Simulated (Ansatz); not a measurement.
**SiN2H (quartet): from Hartree-Fock to the top rungs, cc-pVDZ**

An exercise on one series of results from a longer session: the logs are not shown, and one member is left open.

Program: Ansatz 0.2.0, Gaussian basis. Level of theory: cc-pVDZ, core rule «outside noble gas», up to 7 orbitals frozen. These are calculated values, not measurements.

To be run: UHF; CCSD(T) on ROHF; CCSD(T) on UHF; BCCD(T) on ROHF; CISD as a restricted active space (open shells left free, so some higher excitations enter); CCSDT(Q) on ROHF; CCSDT(Q) on UHF.

25 further runs of the same task are left out: 5 for a known fault of the program, 8 that didn't finish, 12 set aside as unsound or not needed. Runs told in other sessions of the task aren't counted.

### The system

The geometry is a PBE0/def2-TZVP stationary point (not a proven minimum).

4 atoms, charge 0, spin multiplicity 4.

Atoms are counted from 1 here; the program's logs count them from 0.

Bond lengths: N1–Si2 1.595 Å, N1–H4 1.005 Å, Si2–N3 1.809 Å. Angles: Si2–N1–H4 144.7°, N1–Si2–N3 105.3°.

Set-up of the first run:

The input, in.yaml:

```yaml
crystal:
  periodic: [false, false, false]
  atoms:
    - {symbol: N, position_ang: [0.000000, -0.484969, 1.254083]}
    - {symbol: Si, position_ang: [0.000000, 0.524235, 0.018749]}
    - {symbol: N, position_ang: [0.000000, -0.526367, -1.454098]}
    - {symbol: H, position_ang: [0.000000, -0.553520, 2.257049]}
basis:
  gaussian: {orbitals: cc-pVDZ}
magnetization: {spin_polarized: true, initial_magnetization: 3}
hamiltonian: {xc: hf}
output: {orbitals: {seedname: orbitals}}
```

Command:

```
$ ansatz run in.yaml --threads 1 --pin off --events-out ev --progress --plain --max-ram 2393MiB
```

Steps of the session up to this table: UHF; CCSD(T) on ROHF; CCSD(T) on UHF; BCCD(T) on ROHF; CISD as a restricted active space (open shells left free, so some higher excitations enter); CCSDT(Q) on ROHF; CCSDT(Q) on UHF.

One table of the session follows, with a row left open; its other results are not shown here.

It belongs to the step «Misses and costs». 

| method | from RCCSDT(Q) (meV) |
| --- | --- |
| ROHF | +11034.1 |
| UHF | +10547.1 |
| RMP2 | +2073.0 |
| UMP2 | +1884.6 |
| CISD | +1935.2 |
| RCCSD | +573.7 |
| UCCSD | +542.2 |
| RCCSD(T) | +161.4 |
| UCCSD(T) | +151.6 |
| BCCD(T) | +125.4 |
| RCCSDT | +71.3 |
| UCCSDT | +65.8 |
| RCCSDT(Q) | 0 |
| UCCSDT(Q) | ? |

**Question.** Estimate the row for UCCSDT(Q).

**Answer.** from RCCSDT(Q) (meV): +0.3. In the column «from RCCSDT(Q) (meV)» it lies between RCCSDT(Q) (0) and UCCSDT (+65.8).

With the free atoms at the same levels and basis (separate runs), the atomisation energy is 8.521 eV at RCCSDT(Q), 8.381 eV at RCCSD(T), 8.386 eV at UCCSD(T), 4.275 eV at ROHF.

To keep in mind: Warnings: spin contamination; large T1 diagnostic. Restricted and unrestricted rows rest on different reference determinants; a gap between their highest levels can come from leftover correlation error, from unlike frozen cores or from another state.
